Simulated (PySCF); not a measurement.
# CH2F2: core ionisation energies

Compound: difluoromethane, CH2F2.
SMILES with atom numbers: `[F:1][CH2:2][F:3]`

Method used: delta-SCF UKS SCAN, pcX-2 on the ionised atom, pcseg-1 elsewhere, spin-free X2C (PySCF 2.14.0). Binding energies are ΔSCF values: E(core-ionised, relaxed orbitals) − E(ground state) at a fixed geometry, referred to the vacuum level.

Question: List the computed XPS lines with their assignment.

Answer: 
```json
{"atom(s)": "F1/F3", "environment": "fluorine of a CF2 group", "level": "F 1s", "binding energy (eV)": "693.69", "count": "2"}
{"atom(s)": "C2", "environment": "CF2 carbon", "level": "C 1s", "binding energy (eV)": "296.26", "count": "1"}
```

Question: Which effective nuclear charge Zeff reproduces each element's mean 1s value in the hydrogen-like formula E = 13.606 eV × Zeff²?

Answer: C (Z = 6): mean 296.3 eV, Zeff = 4.67, Z − Zeff = 1.33; F (Z = 9): mean 693.7 eV, Zeff = 7.14, Z − Zeff = 1.86. Means run over the listed sites, weighted by atom count.

The first atom of each set that the bonding makes equivalent was ionised and stands for the set. Geometry: GFN2-xTB; no solvent, vibrations or thermal averaging.
